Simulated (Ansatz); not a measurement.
A made-up structure of C2H2B, doublet:

```tsv
atom	x (Å)	y (Å)	z (Å)
B1	0.6667	0.3015	0.1274
C2	0.4221	-0.8916	0.6355
C3	-0.6886	-0.3017	-0.1365
H4	-1.6509	-0.2373	-0.5763
H5	1.4033	1.1741	-0.0086
```

It is relaxed with PBE-D4/def2-SVP and then PBE0-D4/def2-TZVP (Ansatz 0.2.0). Atoms count as bonded within 1.22 times the sum of their covalent radii (H–H: 0.88 Å). The end point is not checked to be a true minimum.

**Question.** Does its bonding change? (A judgement: the text doesn't fix the answer.)

**Answer.** By the calculation: No: no bond forms or breaks.

Where it ends: The first stage lowers the energy by 1.17 eV in 6 steps. It ends as C₂H₂B ([BH]1[C][CH]1):
```xyz
5
angstrom
B 0.7078 0.3440 0.1229
C 0.2563 -0.9746 0.6079
C -0.6303 -0.3092 -0.1080
H -1.6186 -0.2722 -0.5447
H 1.4374 1.2570 -0.0366
```

Labels in which every atom is bracketed show which atoms are joined, not bond orders.

For scale, one of the runs: PBE0-D4/def2-TZVP relaxation, 105 basis functions, launched by `ansatz run in.yaml --threads 2 --pin off --events-out ev --progress --plain --max-ram 4352MiB`. Hardware: 2 CPU threads of an Arm Neoverse V2, shared host. Wall time about 8.5 s.
